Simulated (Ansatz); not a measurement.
Consider the formal loss of a carbene: `C=C=C(C)S` → `[CH2]` (triplet) + `C=C=CS`.

Isolated molecules relaxed with PBE0-D4/def2-TZVP in Ansatz; ΔE leaves out vibrations. CCSD(T)/CBS adds triple-zeta CCSD(T) − MP2 to the extrapolated MP2 energy (def2 sets, frozen cores). This one scheme is used for every species. DFT in def2-TZVPP. B3LYP here is the variant with VWN-RPA as its local correlation; programs differ in this. Triplets are unrestricted, without spin–orbit coupling. One conformer a species, not always the lowest.

```csv
level,ΔE (kJ/mol),difference from CCSD(T)/CBS
PBE-D4,454.2,4.7
r2SCAN-D4,425.6,-23.9
PBE0-D4,446.3,-3.2
B3LYP-D4,440.5,-9.0
ωB97M-V,449.9,0.4
B2PLYP,438.1,-11.4
r2SCAN,423.5,-26.0
PBE0,439.8,-9.7
HF/def2-TZVPP,298.9,-150.6
MP2/def2-TZVPP,454.2,4.7
CCSD/def2-TZVPP,425.5,-24.0
CCSD(T)/def2-TZVPP,437.5,-12.0
SCS-MP2/def2-QZVPP,461.1,11.6
HF/CBS(def2),299.1,-150.4
MP2/CBS(def2),466.2,16.7
CCSD/CBS(def2),437.4,-12.1
CCSD(T)/CBS,449.5,0
```

Largest T1 diagnostic among the species: 0.013.

In def2-TZVPP, CCSD(T) changes the Hartree–Fock value by +138.6 kJ/mol (the triples alone add +12.0 kJ/mol) and MP2 by +155.4 kJ/mol. From PBE to PBE0 (25 % exact exchange), in def2-TZVPP and without D4, ΔE moves by −6.9 kJ/mol.
